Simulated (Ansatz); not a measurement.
# Forces away from equilibrium

SiH2S (SMILES [SiH]S), singlet, displaced at random from its PBE0-D4/def2-TZVP minimum.

```xyz
4
angstrom
Si -0.2482 -1.0725 0.1660
S 0.1966 0.9772 -0.1836
H 1.0424 -1.1884 0.9658
H -0.8673 1.2701 -0.9552
```

Program: Ansatz 0.2.0. Basis: def2-TZVPP. Cores are frozen in the correlated methods.

CCSD(T) forces from the calculation:
```csv
atom,Fx,Fy,Fz (eV/Å)
Si1,0.094,0.025,0.013
S2,-0.088,0.067,-0.125
H3,-0.085,-0.037,-0.001
H4,0.080,-0.055,0.113
```

**Question.** Which atom feels the largest CCSD(T) force, and how large is it?

**Answer.** S2, 0.17 eV/Å, along (-0.53, 0.40, -0.75).

Root-mean-square difference of the force components from those of CCSD(T): PBE-D4 0.224; r2SCAN-D4 0.095; PBE0-D4 0.099; wB97M-V 0.063 eV/Å.

The T1 diagnostic stays at or below 0.017. The restricted Hartree–Fock reference is unstable towards an unrestricted one here. These are differences at one structure, and CCSD(T) in triple zeta is itself an approximation.

For scale, one of the runs: CCSD(T)/def2-TZVPP forces, 112 basis functions (an equivalent command: `ansatz run in.yaml --threads 2`). Hardware: 2 CPU threads, shared host. Wall time about 19 s.
